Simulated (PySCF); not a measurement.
**LiMg⁻ at RHF-MP2**

Level: RHF-MP2. Li aug-pcseg-1, Mg aug-pcseg-1; no relativity (PySCF 2.14).

For LiMg⁻, the state is ¹Σ⁺ (singlet), closed shell and the bond length is 3.806 Å. The harmonic wavenumber is 79.5 cm⁻¹, the force constant is 0.0202 mdyn/Å and the rotational constant Be is 0.2143 cm⁻¹. The anharmonicity ωexe is 2.13 cm⁻¹ and the vibration–rotation constant αe is 0.00939 cm⁻¹.

Correlated steps freeze 1 core orbital.
